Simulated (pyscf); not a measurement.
Single points on ωB97X-D3(BJ)/def2-SVP structures (PySCF, gas phase).

Q: Estimate the classical barrier height and the reaction energy of `[InH3]` + `[SH2]` -> `[SH][InH2]` + `[H][H]` at ωB97M-D3(BJ)/def2-TZVP. The step runs on the singlet surface, breaks H–In, H–S and forms In–S, H–H; take the separated reactants as zero.

A: ΔE‡ = 0.45 eV, ΔE = -0.79 eV. Zero-point energy shifts the barrier by +0.05 eV. It is a four-centre exchange, with an imaginary mode of 1335i cm⁻¹. On the reactant side the descent ends in an adduct with a In–S contact, 0.58 eV under the separated species and 0.82 eV under the saddle at ωB97X-D3(BJ)/def2-TZVP. What is counted as formed (In–S) is already present as a longer contact in the reactant adduct; forming that adduct is a step of its own. At ωB97X-D3(BJ)/def2-TZVP the barrier from the zero used here is 0.25 eV. One saddle was located; it need not be the lowest between these sides. Elements past Kr carry the def2 core potentials, without spin-orbit coupling.
